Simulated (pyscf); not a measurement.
This saddle point was located with ωB97X-D3(BJ)/def2-SVP in PySCF.

```
Ge
H 1 1.5340
H 1 1.5360 2 112.08
H 1 1.7651 2 107.23 3 -125.13
H 4 1.0065 1 76.13 2 66.65
As 4 2.1230 5 149.31 1 -3.73
H 6 1.5268 4 84.66 5 -87.48
```

Surface: singlet, charge 0. Lowest wavenumbers (cm⁻¹): 1510i, 269, 309, 425, 568.

Name the species on either side of this saddle.

H₃Ge–AsH₂ ⇌ H₂Ge=AsH + H₂, an elimination read from left to right: As–H, Ge–H broken and H–H formed. At ωB97M-D3(BJ)/def2-TZVP it lies +67.2 kcal/mol from the left side and +35.1 kcal/mol from the right (each side as separated species at their lowest minima found). At the saddle there is also a short Ge–H contact that neither side keeps. The same reactants have a lower exit, to GeH₃• + AsH₂• (no saddle counted: cutting one bond costs +61.8 kcal/mol at ωB97M-D3(BJ)/def2-TZVP, against +67.2 kcal/mol here). One saddle was located; it need not be the lowest between these sides. Elements up to Kr have no core potential and no relativistic terms here.
